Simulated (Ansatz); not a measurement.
Relaxation of AlFH4 (6 atoms, charge 0, multiplicity 1), to a largest force component of 0.03 eV/Å in at most 50 steps.

Level of theory: RKS B3LYP-D4/def2-SVP in Ansatz 0.2.0.

```xyz
6
Properties=species:S:1:pos:R:3
Al -0.011 0.242 -0.080
H 0.010 0.197 1.491
H 1.383 0.339 -0.843
H -1.402 0.289 -0.844
F 0.056 -2.334 1.203
H 0.092 -1.632 1.815
```

Q: Where does it end, and by what steps?

A: The run converged. After 6 steps the energy has fallen by 0.328 eV; F5 moved furthest, 0.56 Å. Joined: Al1–F5 (2.88 → 2.08 Å).

```tsv
step	energy less start (eV)	largest force component (eV/Å)	accepted
0	0.0000	0.407	yes
1	-0.1118	0.477	yes
2	-0.2404	1.129	yes
3	-0.3170	0.366	yes
4	-0.3249	0.137	yes
5	-0.3278	0.057	yes
6	-0.3284	0.023	yes
```

```xyz
6
Properties=species:S:1:pos:R:3
Al 0.007 -0.004 0.042
H 0.015 0.276 1.647
H 1.385 0.144 -0.722
H -1.389 0.079 -0.700
F 0.057 -1.930 0.821
H 0.054 -1.464 1.655
```

Time of the run: 14 s on 1 thread of Intel(R) Xeon(R) Platinum 8259CL CPU @ 2.50GHz (Skylake/Cascade Lake), on a shared host, peak memory 0.12 GiB.
